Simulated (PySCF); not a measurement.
A side-by-side comparison of computed properties.

First species: C4H4F2.
Geometry (GFN2-xTB, Å), atoms numbered from 1 in this order:
```
atom  x, y, z in Å
C1    -1.816    0.351   -0.075
C2    -0.679   -0.316    0.090
C3     0.629    0.278   -0.086
F4     0.663    1.581   -0.442
C5     1.808   -0.328    0.066
F6     1.886   -1.617    0.417
H7    -2.771   -0.121    0.065
H8    -1.820    1.391   -0.356
H9    -0.661   -1.358    0.372
H10    2.769    0.143   -0.073
```

Second species: C4H4F2.
Z-matrix (Å and degrees, GFN2-xTB geometry), rows numbered from 1:
```
C 
C   1  1.3089
C   2  1.4702  1  148.48
F   3  1.3609  2  119.08  1    60.50
C   2  1.4703  1  148.49  3   163.07
F   5  1.3608  2  119.04  3   109.60
H   1  1.0778  2  121.41  3     8.62
H   1  1.0778  2  121.38  3  -171.68
H   3  1.0856  2  121.89  5   106.51
H   5  1.0856  2  121.89  3  -106.52
```

Levels: CAM-B3LYP/def2-SVPD for dipole moment, HOMO energy, LUMO energy, HOMO–LUMO gap, static isotropic polarisability and electronic spatial extent ⟨r²⟩ about the centre of nuclear charge; TDDFT CAM-B3LYP/def2-SVPD for lowest singlet excitation; TDA CAM-B3LYP/def2-SVPD for lowest triplet excitation (Tamm–Dancoff); GFN2-xTB for rotational constant A and rotational constant C. Geometries: GFN2-xTB. Each structure is a single optimised conformer of the isolated species, non-relativistic unless stated; the electronic structure was computed with PySCF and density fitting.

The conformers computed, where there is a choice (atom-mapped SMILES and torsion angles):
- `[CH2:1]=[CH:2]/[C:3]([F:4])=[CH:5]\[F:6]`: C1–C2–C3–F4 0°

Values for the first species:

```
Dipole moment                                                     : 0.47 D
HOMO energy                                                       : -8.29 eV
LUMO energy                                                       : -0.18 eV
HOMO–LUMO gap                                                     : 8.11 eV
Lowest singlet excitation                                         : 5.75 eV
Lowest triplet excitation (Tamm–Dancoff)                          : 3.11 eV
Static isotropic polarisability                                   : 54.7 au
Electronic spatial extent ⟨r²⟩ about the centre of nuclear charge : 600 bohr²
Rotational constant A                                             : 6.155 GHz
Rotational constant C                                             : 1.838 GHz
```

Estimate the same properties for the second species, and the change in each.

| property | first | second | second less first |
| --- | --- | --- | --- |
| dipole moment | 0.47 D | 3.03 D | +2.56 D |
| HOMO energy | -8.29 eV | -9.67 eV | -1.38 eV |
| LUMO energy | -0.18 eV | -0.26 eV | -0.08 eV |
| HOMO–LUMO gap | 8.11 eV | 9.41 eV | +1.30 eV |
| lowest singlet excitation | 5.75 eV | 5.71 eV | -0.04 eV |
| lowest triplet excitation (Tamm–Dancoff) | 3.11 eV | 4.07 eV | +0.96 eV |
| static isotropic polarisability | 54.7 au | 49.1 au | -5.6 au |
| electronic spatial extent ⟨r²⟩ about the centre of nuclear charge | 600 bohr² | 525 bohr² | -75 bohr² |
| rotational constant A | 6.155 GHz | 4.265 GHz | -1.890 GHz |
| rotational constant C | 1.838 GHz | 2.364 GHz | +0.526 GHz |

On the first: The vertical singlet–triplet gap S1 − T1 is 2.64 eV (TDDFT singlet less Tamm–Dancoff triplet; S1: HOMO→LUMO, weight 0.98; T1: HOMO→LUMO, weight 0.93). The principal polarisabilities are 33.8, 45.4 and 84.9 au; their mean is the isotropic value.

On the second: In wavenumbers S1 is 46000 cm⁻¹ (1 eV = 8065.54 cm⁻¹). The polarisability is 7.27 Å³ as a volume (1 au = 0.148185 Å³), or 1.07 au for each of the 46 electrons.
